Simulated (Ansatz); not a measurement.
Basis-set series for `CC(Cl)CCCl`. Total charge 0; spin multiplicity 1. The structure was optimised at the PBE0-D4/def2-TZVP level. It is one conformer, not always the lowest.

```tsv
atom	x (Å)	y (Å)	z (Å)
C1	1.917	0.164	-0.446
C2	0.684	-0.270	0.310
Cl3	0.626	-2.072	0.362
C4	-0.594	0.274	-0.300
C5	-1.831	-0.069	0.497
Cl6	-3.278	0.676	-0.229
H7	2.819	-0.250	0.006
H8	1.868	-0.168	-1.485
H9	1.991	1.255	-0.434
H10	0.757	0.029	1.358
H11	-0.495	1.363	-0.359
H12	-0.696	-0.096	-1.323
H13	-2.004	-1.142	0.524
H14	-1.765	0.305	1.519
```

```json
{"functional": "PBE0-D4", "basis": "def2-SVP", "functions": "132", "energy (Eh)": "-1076.76559", "HOMO (eV)": "-8.09", "LUMO (eV)": "1.11"}
{"functional": "PBE0-D4", "basis": "def2-QZVPP", "functions": "608", "energy (Eh)": "-1077.29165", "HOMO (eV)": "-8.31", "LUMO (eV)": "0.32"}
{"functional": "ωB97M-V", "basis": "def2-SVP", "functions": "132", "energy (Eh)": "-1077.11119", "HOMO (eV)": "-10.34", "LUMO (eV)": "3.04"}
{"functional": "ωB97M-V", "basis": "def2-QZVPP", "functions": "608", "energy (Eh)": "-1077.64315", "HOMO (eV)": "-10.61", "LUMO (eV)": "1.68"}
```

(1) Give the rows for def2-TZVPP. (An estimate is asked.)

## Answers

(1) Computed: 
```
functional       basis  functions  energy (Eh)  HOMO (eV)  LUMO (eV)
   PBE0-D4  def2-TZVPP        320  -1077.25565      -8.27       0.61
   ωB97M-V  def2-TZVPP        320  -1077.60828     -10.56       2.32
```

Positive LUMOs are unbound and depend on the basis.
